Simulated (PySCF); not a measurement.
Cost of one run: geometry optimisation, `O=COC=O` (formic anhydride).

Method: PBE0-D3(BJ)/def2-TZVP geometry optimisation, gas phase (PySCF 2.14.0). Work: geometry optimisation from a GFN2-xTB start, density fitting. A driver script takes a list of jobs; this job's settings line and coordinates (Å) are shown.

Input:
```
{"job": {"xc": "PBE0", "basis": "def2-TZVP", "d3": "d3bj", "grid": 2, "kind": "geom"}, "charge": 0, "multiplicity": 1}
O     -1.403379     1.124503    -0.013169
C     -1.193448    -0.033489     0.090552
O      0.014632    -0.665110     0.063171
C      1.195023    -0.001008    -0.094601
O      1.356220     1.162400    -0.222465
H     -1.956283    -0.817731     0.229770
H      1.990569    -0.764659    -0.080336
```

Hardware: one thread of an Arm Neoverse V2, shared host with 48 logical CPUs at a one-minute load of 24. PySCF's memory limit was set to 1600 MB.

Problem. How large is the basis?

Solution. 167 functions.

Problem. What wall time should be expected on this hardware?

Solution. About 29 s. The run took 6 energy-and-gradient evaluations and 41 SCF cycles, 4.8 s an evaluation on average.

Problem. Estimate the peak memory.

Solution. About 0.64 GiB. Peak memory is the resident size of the whole Python process, interpreter and libraries included.

Problem. At this speed, how long would 500 such jobs take on 32 cores, one job a core?

Solution. 500/32 gives 16 rounds of 29 s, about 7.7 min of wall time and 4 core-hours, if the jobs don't slow each other.

Times come from a shared host and carry two figures at best.

The run converged: final energy -302.87884 Eh after 5 steps; dipole 3.46 D.
